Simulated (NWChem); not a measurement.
Everything below was run with NWChem. System: acetonitrile (C$_{2}$H$_{3}$N), charge 0, spin multiplicity 1, at a geometry optimised with PBE0/def2-SVP. Level: CCSD(T)/def2-SVP, 3 core orbitals frozen.

The NWChem input:

```
start mol
memory heap 100 mb stack 700 mb global 1900 mb
geometry units angstroms nocenter noautoz
  C      0.009633    -1.174896     0.000000
  C     -0.002296     0.278262     0.000000
  N     -0.011758     1.435113     0.000000
  H     -0.502914    -1.559572     0.893205
  H     -0.502914    -1.559572    -0.893205
  H      1.044111    -1.546842     0.000000
  symmetry group Cs
end
basis spherical
  * library def2-svp
end
scf
  rhf
  nopen 0
  maxiter 100
  thresh 1e-7
  semidirect memsize 60000000 filesize 0
end
ccsd
  freeze core 3
  maxiter 60
end
task ccsd(t) energy
```

Part of the output:

```
             Northwest Computational Chemistry Package (NWChem) 7.3.0
             --------------------------------------------------------

                                NWChem Input Module
                                -------------------

 Scaling coordinates for geometry "geometry" by  1.889725989
 (inverse scale =  0.529177249)

 Turning off AUTOSYM since
 SYMMETRY directive was detected!

                             Geometry "geometry" -> ""
                             -------------------------

 Output coordinates in angstroms (scale by  1.889725989 to convert to a.u.)

  No.       Tag          Charge          X              Y              Z
 ---- ---------------- ---------- -------------- -------------- --------------
    1 C                    6.0000     0.00963300    -1.17489600     0.00000000
    2 C                    6.0000    -0.00229600     0.27826200     0.00000000
    3 N                    7.0000    -0.01175800     1.43511300     0.00000000
    4 H                    1.0000    -0.50291400    -1.55957200     0.89320500
    5 H                    1.0000    -0.50291400    -1.55957200    -0.89320500
    6 H                    1.0000     1.04411100    -1.54684200     0.00000000

 Effective nuclear repulsion energy (a.u.)      58.4295767794

            Nuclear Dipole moment (a.u.)
            ----------------------------
        X                 Y               Z
 ---------------- ---------------- ----------------
    -0.0000018897     0.0000018897     0.0000000000

      Symmetry information
      --------------------

 Group name             Cs
 Group number              2
 Group order               2
 No. of unique centers     5

      Symmetry unique atoms

     1    2    3    4    6


 Summary of "ao basis" -> "" (spherical)
 ------------------------------------------------------------------------------
       Tag                 Description            Shells   Functions and Types
 ---------------- ------------------------------  ------  ---------------------
 *                          def2-svp                  on all atoms

 Summary of "ao basis" -> "ao basis" (spherical)
[...]
 ccsd(t): done       16 out of       46 progress:   34.8%
 ccsd(t): done       17 out of       46 progress:   37.0%
 ccsd(t): done       18 out of       46 progress:   39.1%
 ccsd(t): done       19 out of       46 progress:   41.3%
 ccsd(t): done       20 out of       46 progress:   43.5%
 ccsd(t): done       21 out of       46 progress:   45.7%
 ccsd(t): done       22 out of       46 progress:   47.8%
 ccsd(t): done       23 out of       46 progress:   50.0%
 ccsd(t): done       24 out of       46 progress:   52.2%
 ccsd(t): done       25 out of       46 progress:   54.3%
 ccsd(t): done       26 out of       46 progress:   56.5%
 ccsd(t): done       27 out of       46 progress:   58.7%
 ccsd(t): done       28 out of       46 progress:   60.9%
 ccsd(t): done       29 out of       46 progress:   63.0%
 ccsd(t): done       30 out of       46 progress:   65.2%
 ccsd(t): done       31 out of       46 progress:   67.4%
 ccsd(t): done       32 out of       46 progress:   69.6%
 ccsd(t): done       33 out of       46 progress:   71.7%
 ccsd(t): done       34 out of       46 progress:   73.9%
 ccsd(t): done       35 out of       46 progress:   76.1%
 ccsd(t): done       36 out of       46 progress:   78.3%
 ccsd(t): done       37 out of       46 progress:   80.4%
 ccsd(t): done       38 out of       46 progress:   82.6%
 ccsd(t): done       39 out of       46 progress:   84.8%
 ccsd(t): done       40 out of       46 progress:   87.0%
 ccsd(t): done       41 out of       46 progress:   89.1%
 ccsd(t): done       42 out of       46 progress:   91.3%
 ccsd(t): done       43 out of       46 progress:   93.5%
 ccsd(t): done       44 out of       46 progress:   95.7%
 ccsd(t): done       45 out of       46 progress:   97.8%
 ccsd(t): done       46 out of       46 progress:  100.0%
 Time for integral evaluation pass     1        1.26
 Time for triples evaluation pass      1        1.29

 pseudo-e(mp4)  -0.17364726657671E-01
 pseudo-e(mp5)   0.87656718685908E-03
        e(t)    -0.16488159470812E-01

 --------------
 CCSD(T) Energy
 --------------
 Reference energy:                    -131.824396348343441

 CCSD corr. energy:                     -0.445160769914918
 T(CCSD) corr. energy:                  -0.017364726657671
 Total CCSD+T(CCSD) energy:           -132.286921844916037

 CCSD corr. energy:                     -0.445160769914918
 (T) corr. energy:                      -0.016488159470812
 Total CCSD(T) energy:                -132.286045277729158

 routine      calls  cpu(0)   cpu-min  cpu-ave  cpu-max   i/o
 aoccsd          1     0.01     0.01     0.01     0.01    0.00
 iterdrv         1     0.02     0.02     0.02     0.02    0.00
 pampt          12     0.06     0.06     0.06     0.06    0.00
 t2pm           12     0.08     0.08     0.08     0.08    0.00
 sxy            12     0.29     0.29     0.29     0.29    0.00
 ints      1710888    14.72    14.72    14.72    14.72    0.00
 t2eri        4536     2.80     2.80     2.80     2.80    0.00
 idx2         4536     0.46     0.46     0.46     0.46    0.00
 idx34          12     0.04     0.04     0.04     0.04    0.00
 ht2pm          12     0.12     0.12     0.12     0.12    0.00
 itm            12     0.50     0.50     0.50     0.50    0.00
 pdiis          12     0.02     0.02     0.02     0.02    0.00
 triples         1     0.00     0.00     0.00     0.00    0.00
 rdtrpo          1     0.01     0.01     0.01     0.01    0.00
 trpmos          1     1.26     1.26     1.26     1.26    0.00
 trpdrv          1     0.20     0.20     0.20     0.20    0.00
 dovvv       26496     0.48     0.48     0.48     0.48    0.00
 doooo       26496     0.13     0.13     0.13     0.13    0.00
 tengy       23552     0.45     0.45     0.45     0.45    0.00
 Total                21.64    21.64    21.64    21.64    0.00

 Task  times  cpu:       23.2s     wall:       23.2s

 Total times  cpu:       23.2s     wall:       23.2s
```
